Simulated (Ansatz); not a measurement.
## CCSD(T) against full CI for several species

Each species is computed at the geometry given (Å), with frozen cores, in Ansatz 0.2.0: RHF-CCSD(T) for singlets, UHF-CCSD(T) otherwise, and full CI in the same basis. The program picks the determinant by trial CCSD, so it needn't be the lowest Hartree–Fock solution. States: H2Br⁺ singlet A', HMgLi singlet A', HAlB doublet A''. Cases whose determinant has another symmetry than full CI's state, or whose (Q) step broke down, weren't drawn. No relativity is included.

Judging by size, spin and bonding and the diagnostics given, rank them by the size of CCSD(T)'s error in total energy against full CI in the same basis, smallest first (an estimate).
A. H$_{2}$Br⁺, singlet, 6-31G: Br 0.000 -0.032 0.008; H 0.000 1.607 -1.706; H 0.000 0.968 1.054. T1 0.047, (T) -50 meV in a correlation energy of -2.59 eV
B. HMgLi, singlet, cc-pVTZ: Li 0.084 0.005 2.437; Mg -0.080 0.014 -0.341; H -0.004 -0.019 -2.096. T1 0.012, (T) -25 meV in a correlation energy of -1.98 eV
C. HAlB, doublet, 6-31G: B 0.000 -0.139 1.516; Al 0.000 0.097 -0.547; H 0.000 -1.103 -1.608. T1 0.072, (T) -84 meV in a correlation energy of -2.17 eV

A (0.8 meV), B (8.8 meV), C (98.5 meV).

```tsv
species	basis	correlated electrons	CCSD(T) − full CI (meV)	CCSDT(Q) − full CI (meV)	unpaired electrons (full CI)	T1	⟨S²⟩ of the determinant
H2Br⁺, singlet	6-31G	8	0.8	0.5	0.26	0.047	0.00
HMgLi, singlet	cc-pVTZ	4	8.8	0.2	0.11	0.012	0.00
HAlB, doublet	6-31G	7	98.5	6.3	1.55	0.072	1.66
```

Unpaired electrons are Σ n²(2−n)² over natural occupations; an open shell counts its own unpaired electrons too. Frozen cores follow each run's orbitals, which moves totals by a few meV.
